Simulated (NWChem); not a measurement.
**SiCl2 (SMILES Cl[Si]Cl) at BeckeHandH/pc-1 (ZORA)**

What is the vertical ionisation energy of SiCl2 at BeckeHandH/pc-1 (ZORA)? 

The calculation is run with NWChem 7.3.0.

5 further runs of the same task are left out: 5 set aside as unsound or not needed.

## Step 1: The molecule

SiCl2: 3 atoms, total charge 0, spin state singlet. SMILES: `Cl[Si]Cl`. The shape is that of a GFN2-xTB optimisation.

Bond lengths: Si1–Cl2 2.052 Å, Si1–Cl3 2.052 Å. Angles: Cl2–Si1–Cl3 101.1°.

## Step 2: The energy at BeckeHandH/pc-1 (ZORA)

Input file a.xyz:

```xyz
3
Cl2Si energy
Si     0.005140    -0.006950    -0.869340
Cl     1.581630    -0.018940     0.444080
Cl    -1.586770     0.025890     0.425270
```

Input file run.py:

```python
from ase.io import read
from ase.calculators.nwchem import NWChem

molecule = read('a.xyz')

calc = NWChem(
    label='a',
    theory='dft',
    memory='2200 mb',
    basis='pc-1',
    basispar='spherical bse',
    relativistic={'zora': 'on'},
    dft={'xc': 'beckehandh', 'mult': '1', 'grid': 'medium', 'direct': None},
    task='energy',
)
molecule.calc = calc

e = molecule.get_potential_energy()
print(f"E = {e:.6f} eV")
print("dipole (e A):", molecule.get_dipole_moment().round(4))
```

Started as:

```sh
$ export ASE_NWCHEM_COMMAND="nwchem PREFIX.nwi > PREFIX.nwo"
$ python run.py
```

The program printed:

```text
E = -32982.196873 eV
dipole (e A): [ 0.0018 -0.0021 -0.2673]
```

The calculator wrote a.nwi:

```
title "a"

permanent_dir a

scratch_dir a

start a

geometry units angstrom nocenter noautosym noautoz
  Si 5.1399999999999996e-03 -6.9499999999999996e-03 -8.6934000000000000e-01
  Cl 1.5816300000000001e+00 -1.8939999999999999e-02 4.4407999999999997e-01
  Cl -1.5867700000000000e+00 2.5890000000000000e-02 4.2526999999999998e-01
end

memory 2200 mb

basis spherical bse noprint
   * library pc-1
end

relativistic
  zora on
end
dft
  xc beckehandh
  mult 1
  grid medium
  direct
end

task dft energy
```

a.nwo (excerpt; [...] marks lines left out):

```text
[...]
         Total DFT energy =    -1212.073388807290
      One electron energy =    -2018.157063092292
           Coulomb energy =      709.488019113525
    Exchange-Corr. energy =      -74.416335899918
 Nuclear repulsion energy =      171.011991071396
[... 7 lines left out ...]
                       DFT Final Molecular Orbital Analysis
[... 362 lines left out ...]
[...]
```

It took 9.3 s on 1 thread of AMD EPYC 7B13 (Zen 3), shared host; peak memory 0.13 GiB.

## Step 3: The doublet cation, same level

Input file cl2si.nw:

```
start cl2si
title "Cl2Si energy"
memory total 2200 mb
charge 1
geometry units angstroms noautosym nocenter noautoz
   Si       0.005140      -0.006950      -0.869340
   Cl       1.581630      -0.018940       0.444080
   Cl      -1.586770       0.025890       0.425270
end
basis spherical bse
   * library pc-1
end
relativistic
   zora on
end
dft
   xc beckehandh
   mult 2
   grid medium
   direct
   iterations 150
   print medium
end
task dft energy
```

Started as:

```sh
$ nwchem cl2si.nw > cl2si.out
```

The program printed:

```text
[...]
          Wavefunction type:  spin polarized.
          No. of atoms     :     3
          No. of electrons :    47
[...]
          Charge           :     1
          Spin multiplicity:     2
[...]
          AO basis - number of functions:    54
[...]
              XC Information
              --------------
           Becke half-and-half Method XC Potential
                     Hartree-Fock (Exact) Exchange  0.500
                        Slater Exchange Functional  0.500 local
            Perdew 1991 LDA Correlation Functional  0.500 local
[...]
 d= 0,ls=0.0,diis     1  -1211.5471921193 -1.38D+03  1.71D-02  3.16D-01     3.6
[...]
 d= 0,ls=0.0,diis    10  -1211.7132581808 -8.67D-08  2.87D-06  2.96D-09    11.9
[...]
         Total DFT energy =    -1211.713258180759
      One electron energy =    -2005.777801998853
           Coulomb energy =      697.150653066192
    Exchange-Corr. energy =      -74.098100319493
 Nuclear repulsion energy =      171.011991071396
       Scaling correction =        1.907252241926
[...]
      <S2> =      0.7581 (Exact =     0.7500)
[...]
```

Wall time 13 s (1 thread of AMD EPYC 7B13 (Zen 3), shared host); peak memory 0.13 GiB.

## Step 4: Outcome

At BeckeHandH/pc-1 (ZORA):

| quantity | value |
| --- | --- |
| singlet SiCl2: total energy | -1212.07339 Eh |
| singlet SiCl2: dipole moment | 1.28 D |
| singlet SiCl2: HOMO energy | -8.52 eV |
| singlet SiCl2: LUMO energy | -1.82 eV |
| singlet SiCl2: HOMO–LUMO gap | 6.70 eV |
| doublet cation: total energy | -1211.71326 Eh |
| doublet cation: HOMO energy (highest over α and β) | -16.34 eV |
| doublet cation: LUMO energy (lowest over α and β) | -11.03 eV |
| doublet cation: ⟨S²⟩ | 0.758 |
| vertical ionisation energy (to the doublet cation) | 9.800 eV |

In words: Removing an electron at fixed nuclei costs 9.80 eV (946 kJ/mol). The negative HOMO energy of the first species, 8.52 eV, lies 1.28 eV below that difference.
